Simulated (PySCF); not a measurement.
Job file and geometry (Å, from GFN2-xTB) of an NMR shielding run on SMILES C1CC1P1CC1, C₅H₉P, GIAO PBE0/pcSseg-1 NMR shielding, non-relativistic, gas phase (PySCF); density fitting, a coarse starting grid and PySCF grid level 2 are the driver's defaults:

```
{"job": {"kind": "nmr", "xc": "PBE0", "basis": "pcSseg-1"}, "charge": 0, "multiplicity": 1}
C     -1.886321    -0.767958     0.485597
C     -1.955064     0.666178     0.079870
C     -0.619243     0.025465     0.333488
P      0.468195    -0.331687    -1.115007
C      2.033262    -0.695186    -0.213256
C      1.897603     0.736719    -0.656916
H     -2.107772    -1.516201    -0.261462
H     -2.202059    -1.042732     1.481302
H     -2.225785     0.891282    -0.941397
H     -2.316271     1.390798     0.794646
H     -0.099384     0.308885     1.243704
H      2.760324    -1.304775    -0.733121
H      1.971212    -0.911714     0.845036
H      2.537798     1.065566    -1.464518
H      1.739090     1.493349     0.100121
```

Question: Write the output of this run.

Answer: 
```
coarse grid: 12640 points
cycle   1  E = -536.7619065792  dE =  8.147e-01  |g| = 3.686e-01  |ddm| = 3.519e+00
cycle   2  E = -536.7501055525  dE =  1.180e-02  |g| = 4.331e-01  |ddm| = 6.880e-01
cycle   3  E = -536.7986799847  dE = -4.857e-02  |g| = 4.353e-02  |ddm| = 4.229e-01
cycle   4  E = -536.7990683979  dE = -3.884e-04  |g| = 2.576e-02  |ddm| = 1.100e-01
cycle   5  E = -536.7992471433  dE = -1.787e-04  |g| = 4.936e-03  |ddm| = 3.554e-02
cycle   6  E = -536.7992521896  dE = -5.046e-06  |g| = 2.256e-03  |ddm| = 7.447e-03
final grid: 116320 points
cycle   7  E = -536.8372847693  dE = -3.901e-05  |g| = 9.910e-03  |ddm| = 3.292e-02
cycle   8  E = -536.8372683948  dE =  1.637e-05  |g| = 1.281e-02  |ddm| = 2.127e-02
cycle   9  E = -536.8373102431  dE = -4.185e-05  |g| = 5.751e-04  |ddm| = 1.281e-02
cycle  10  E = -536.8373103163  dE = -7.320e-08  |g| = 2.645e-04  |ddm| = 1.108e-03
cycle  11  E = -536.8373103330  dE = -1.673e-08  |g| = 4.631e-05  |ddm| = 2.438e-04
cycle  12  E = -536.8373103335  dE = -5.122e-10  |g| = 1.308e-05  |ddm| = 7.701e-05
converged SCF energy = -536.8373103335

GIAO shielding tensors (ppm)
atom      isotropic    diamagn.    paramagn.     s11        s22        s33       span
  0 C      181.641     253.093     -71.451    151.315    178.385    215.223     63.908
  1 C      181.949     252.970     -71.022    151.260    178.867    215.720     64.460
  2 C      170.076     251.788     -81.712    138.492    143.940    227.795     89.303
  3 P      569.173     966.053    -396.880    325.533    397.662    984.324    658.792
  4 C      178.506     256.768     -78.262    145.929    175.980    213.608     67.679
  5 C      179.071     256.678     -77.608    146.614    176.245    214.354     67.740
  6 H       31.424      31.169       0.254     25.507     28.910     39.855     14.348
  7 H       31.134      30.781       0.352     25.194     26.318     41.890     16.696
  8 H       31.438      31.185       0.253     25.564     28.926     39.826     14.262
  9 H       31.161      30.831       0.329     25.248     26.317     41.917     16.669
 10 H       32.565      33.943      -1.379     24.694     31.837     41.163     16.469
 11 H       30.935      30.599       0.336     25.025     25.505     42.274     17.249
 12 H       30.874      32.675      -1.801     25.029     28.348     39.245     14.216
 13 H       30.940      30.634       0.306     25.023     25.535     42.261     17.238
 14 H       30.899      32.724      -1.825     25.004     28.419     39.273     14.269
```

Question: Turn these shieldings into chemical shifts. δ = σ(ref) − σ, references computed at the same level: ¹³C (σ = 186.93 ppm) and ¹H (σ = 31.72 ppm) against TMS; ³¹P (σ = 318.38 ppm) vs H3PO4.

Answer: Averaging equivalent atoms: C 2: 16.8; C 4/5: 8.1; C 0/1: 5.1; P 3: -250.8; H 11/12/13/14: 0.81; H 7/9: 0.57; H 6/8: 0.29; H 10: -0.85 ppm. Experimental scales use liquid or dissolved standards, which lie at an offset from isolated H3PO4.

Size and cost of the density-fitted run: 154 basis functions, 15 s wall time on 1 thread of an Arm Neoverse V2, shared host.
